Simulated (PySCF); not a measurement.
Gas-phase reaction: PH3 = PH + 2 H

Computed with PySCF (xtb for GFN2) and rigid-rotor harmonic-oscillator thermochemistry at 1 bar. 'Table' is the NASA 1993 thermochemical table (part measured, part estimated). † marks an energy on the PBE0/def2-TZVP geometry and frequencies; other levels use their own. MP2 freezes the core. Open shells (unrestricted): PH (multiplicity 3), H (multiplicity 2); the rest are closed-shell singlets. GFN2 has no spin-polarisation term. B3LYP is the form with VWN-RPA correlation. MP2 isn't extrapolated to the basis-set limit; its ΔH°(298 K) is 596.7 kJ in def2-SVP and 634.4 kJ in def2-TZVPP. The harmonic model lacks anharmonicity and excited electronic states, which grow with temperature; levels with a mode under 35 cm⁻¹ are left out. The table's entry may be an old estimate for PH (not checked at source).

```csv
level,"ΔH°(298 K), kJ",minus table,"ΔG°(1000 K), kJ"
table,666.7,-,438.0
B3LYP/def2-TZVP†,662.9,-3.8,434.2
GFN2-xTB,797.0,130.3,567.6
M06-2X/def2-TZVP†,658.1,-8.6,429.4
MP2/def2-TZVPP†,634.4,-32.3,405.8
r2SCAN/def2-TZVP†,650.8,-15.9,422.1
```
